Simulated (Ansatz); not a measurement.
Write a Python script for Ansatz 0.2.0, Python API that makes vertical and adiabatic energies of changing the electron count of CH2BCl, SMILES B[C]Cl. Settings (for the species named): r2SCAN, 6-31G* basis, multiplicity 3.

```xyz
5

B    -0.6110    0.0055    0.0656
C     0.7750   -0.6000    0.5400
Cl    2.0974    0.1354   -0.3942
H    -0.8195    1.1637    0.1704
H    -1.4420   -0.7046   -0.3817
```

The script, `adiabatic_ch2bcl.py`:
```python
# -*- coding: utf-8 -*-
"""Vertical and adiabatic ionisation of CH2BCl."""

import itertools

import ansatz as az
from ase.data import atomic_numbers, covalent_radii
import numpy as np

GEOMETRY = """
B    -0.61100    0.00550    0.06560
C     0.77500   -0.60000    0.54000
Cl    2.09740    0.13540   -0.39420
H    -0.81950    1.16370    0.17040
H    -1.44200   -0.70460   -0.38170
"""

molecule = az.Crystal.molecule()
for line in GEOMETRY.strip().splitlines():
    symbol, *xyz = line.split()
    molecule = molecule.atom(symbol, [float(v) for v in xyz])

model = (
    molecule.calculation()
    .basis(gaussian="6-31G*")
    .functional("r2SCAN")
    .spin("collinear", total=2)
    .scf(lower_state_search="light")
)
symbols = [site.symbol for site in molecule.cartesian_sites]
start = np.array([site.position_ang for site in molecule.cartesian_sites], dtype=float)
summary = model.relax(force_tolerance=0.01).run(threads=1).report
end = np.array(summary["positions_ang"])

minimum = az.Crystal.molecule()
for symbol, place in zip(symbols, end):
    minimum = minimum.atom(symbol, place.tolist())
ion = minimum.calculation()
ion = ion.basis(gaussian="6-31G*")
ion = ion.functional("r2SCAN")
ion = ion.scf(lower_state_search="light").charge(1)
ion = ion.spin("collinear", total=1)
vertical = ion.run(threads=1).report
settled = ion.relax(force_tolerance=0.01, max_steps=80).run(threads=1).report
print(f"vertical ionisation energy   {vertical['free_energy_ev'] - summary['free_energy_ev']:.3f} eV")
print(f"adiabatic, no zero point     {settled['free_energy_ev'] - summary['free_energy_ev']:.3f} eV")
print(f"relaxation energy of the ion {vertical['free_energy_ev'] - settled['free_energy_ev']:.3f} eV")
ionised = np.array(settled["positions_ang"])
# pairs closer than 1.2 times the sum of covalent radii, before or after
radius = [covalent_radii[atomic_numbers[s]] for s in symbols]
span = lambda where, i, j: np.linalg.norm(where[i] - where[j])
bonded = [(i, j) for i, j in itertools.combinations(range(len(symbols)), 2) if min(span(end, i, j), span(ionised, i, j)) < 1.2 * (radius[i] + radius[j])]
print("pair        before    after (A)")
for i, j in bonded:
    print(f"{symbols[i]}{i}-{symbols[j]}{j}".ljust(10), f"{span(end, i, j):8.4f} {span(ionised, i, j):8.4f}")
for first, second in list(itertools.combinations(bonded, 2)):
    shared = set(first) & set(second)
    if shared and symbols[(j := shared.pop())] != "H":
        i, k = sorted((set(first) | set(second)) - {j})
        u, v = ionised[i] - ionised[j], ionised[k] - ionised[j]
        angle = np.degrees(np.arccos(np.clip(u @ v / np.linalg.norm(u) / np.linalg.norm(v), -1, 1)))
        print(f"final angle {symbols[i]}{i}-{symbols[j]}{j}-{symbols[k]}{k}: {angle:.2f} deg")
```

Output of `python adiabatic_ch2bcl.py`:
```text
vertical ionisation energy   9.570 eV
adiabatic, no zero point     8.452 eV
relaxation energy of the ion 1.119 eV
pair        before    after (A)
B0-C1        1.5090   1.4596
B0-H3        1.2007   1.2001
B0-H4        1.1960   1.1997
C1-Cl2       1.6736   1.5585
final angle C1-B0-H3: 118.10 deg
final angle C1-B0-H4: 118.32 deg
final angle B0-C1-Cl2: 180.00 deg
final angle H3-B0-H4: 123.58 deg
```

What to keep in mind:
- These settings explore the input space; basis and method may be short of convergence.
- The energies are electronic: no zero-point or thermal terms, and the basis set is short of its limit. The product may relax into another structure. The relaxation finds the nearest minimum, so the adiabatic value is an upper bound.
- The species is open-shell (spin multiplicity 3).
- Only the spin states typed were run; another state of an ion can lie lower, by up to an eV or two.
- Timing: 2.4 min on 1 thread of Arm Neoverse N1 (shared host), peak memory 0.24 GiB.
